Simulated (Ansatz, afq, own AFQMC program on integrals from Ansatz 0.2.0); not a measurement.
Ge₂H₃, quartet in aug-cc-pVDZ, levels against CCSDT(Q)

```json
{"atom": "Ge", "x (Å)": "0.0000", "y (Å)": "0.0132", "z (Å)": "1.1812"}
{"atom": "Ge", "x (Å)": "0.0000", "y (Å)": "-0.0343", "z (Å)": "-1.2234"}
{"atom": "H", "x (Å)": "0.0000", "y (Å)": "1.2193", "z (Å)": "2.1518"}
{"atom": "H", "x (Å)": "0.0000", "y (Å)": "-1.2552", "z (Å)": "2.0686"}
{"atom": "H", "x (Å)": "0.0000", "y (Å)": "1.5605", "z (Å)": "-1.1845"}
```

Connectivity, by distances: GeH2–GeH.

Basis aug-cc-pVDZ. Only valence electrons are correlated. AFQMC by an in-house program on the Cholesky factors that Ansatz 0.2.0 writes for its CCSD(T) run. The CISD trial takes its coefficients from CCSD amplitudes. Released means that phaseless walkers are propagated on without the constraint, phases kept. ± is one standard error of the sampling. No spin–orbit coupling.

Determinant: UHF, the one that the program's search chose, which needn't be the lowest solution. The geometry is a PBE0/def2-TZVP stationary point of this or a neighbouring charge and spin state.

No full CI on the walks' own integrals is used here; CCSDT(Q) serves as the reference and is uncertain by about the last step of the cluster series.

Cautions: no relativity below Rb; no spin-orbit coupling; inner d shell frozen; another spin lies lower (by 2.34 eV).

```
T1 diagnostic                               : 0.0189
weight of the determinant in the CISD state : 0.871
⟨S²⟩ of the determinant                     : 3.777
size of the correlated space                : 11 electrons in 71 orbitals
```

Reference: CCSDT(Q), correlation energy -5.337 eV. The released energy is read at 2.40 1/Eh (meV from the phaseless value at times in 1/Eh: -6 ± 5 at 0.24, -8 ± 4 at 0.51, -10 ± 3 at 0.99, -14 ± 4 at 1.62, -14 ± 5 at 2.40).

```json
{"level": "HF", "E − E(reference) (mEh)": "196.13", "share of correlation (%)": "0.00"}
{"level": "MP2", "E − E(reference) (mEh)": "46.59", "share of correlation (%)": "76.24"}
{"level": "CCSD", "E − E(reference) (mEh)": "7.58", "share of correlation (%)": "96.14"}
{"level": "CCSD(T)", "E − E(reference) (mEh)": "1.69", "share of correlation (%)": "99.14"}
{"level": "CCSDT", "E − E(reference) (mEh)": "0.26", "share of correlation (%)": "99.87"}
{"level": "ph-AFQMC/HF", "E − E(reference) (mEh)": "1.36 ± 0.99", "share of correlation (%)": "99.31"}
{"level": "ph-AFQMC/CISD", "E − E(reference) (mEh)": "0.56 ± 0.18", "share of correlation (%)": "99.71"}
{"level": "released AFQMC", "E − E(reference) (mEh)": "0.04 ± 0.20", "share of correlation (%)": "99.98"}
```

A walk keeps the symmetry of its determinant, which the program's search chose and which needn't be the lowest solution, so a lower state of the same spin and another symmetry isn't excluded. Released energies are given only where the last usable release times agree within the noise; a slower fall can still hide under it.
